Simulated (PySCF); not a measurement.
CH6Si

CH6Si is a small molecule, neutral, singlet. The structure, one conformer, was relaxed in the gas phase by PBE0-D3(BJ)/def2-SVP. No frequency run checks that it is a minimum.

SMILES: C[SiH3]

```xyz
8

Si    0.897    0.039   -0.008
C    -0.980   -0.058    0.004
H     1.450   -0.215    1.359
H     1.354    1.392   -0.453
H     1.474   -0.979   -0.940
H    -1.318   -1.052    0.334
H    -1.388    0.126   -1.001
H    -1.405    0.692    0.688
```
(Å; atoms numbered from 1)

Shieldings: GIAO PBE0/pcSseg-2. Shifts are against computed references at the same level: C TMS (σ 184.1 ppm), H TMS (σ 31.24 ppm), Si TMS (σ 341.3 ppm). Core levels by delta-SCF with SCAN, pcX-2 on the ionised atom and pcseg-1 elsewhere, spin-free X2C (2p3/2 is the spin-free 2p value less a third of a first-order spin-orbit splitting); from the vacuum level, for chosen atoms.

Question: Give the shieldings and core levels atom by atom.

Answer: 
| atoms | bonded to | σ (ppm) | δ (ppm) | core level (eV) |
| --- | --- | --- | --- | --- |
| Si1 | 1 C + 3 H | 411.5 | -70.3 | 2p3/2 106.71 |
| C2 | 1 Si + 3 H | 194.5 | -10.3 | 1s 290.43 |
| H3 H4 H5 | 1 Si | 27.32 | 3.92 | - |
| H6 H7 H8 | 1 C | 31.06 | 0.18 | - |

Values are those of this one static structure, with the three H of a rotating XH3 group averaged; atoms that internal rotation interchanges would show their mean in an NMR spectrum.

Question: By CAM-B3LYP/def2-SVPD (TDDFT singlets, Tamm-Dancoff triplets, ionisation by delta-SCF), where does absorption start, and what does vertical ionisation take?

Answer: The lowest singlet lies at 8.56 eV (f 0.079), the strongest of the first 6 at 9.21 eV (f 0.105), the lowest triplet at 8.06 eV; vertical ionisation takes 11.69 eV.

The 3 runs behind this took 31 s in all, one thread each of Arm Neoverse V2 on a shared host, launched as `OMP_NUM_THREADS=1 python cluster_run.py task.json out`.
